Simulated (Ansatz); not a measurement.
H4N2, SMILES NN.

Geometry optimised at B3LYP-D3(BJ)/def2-TZVP.

Two levels are set side by side: PBE/def2-TZVPD (Ansatz, a first-principles code) and ωB97X-V/def2-TZVPD (Ansatz). Energy differences of separate SCF runs at the same geometry; the states with an electron removed or added have multiplicity 2 and 2. Differences are taken from unrounded values.

```json
[
 {"quantity": "vertical ionisation energy (eV)", "ωB97X-V": "10.08"},
 {"quantity": "vertical singlet–triplet gap (eV)", "ωB97X-V": "6.38"}
]
```

**Question.** What does PBE give, and how far is it from ωB97X-V? (An estimate is asked for; the answer gives what the named calculation found.)

**Answer.** 
```
quantity                            PBE  PBE minus ωB97X-V
---------------------------------  ----  -----------------
vertical ionisation energy (eV)    9.79              -0.29
vertical singlet–triplet gap (eV)  5.69              -0.69
```
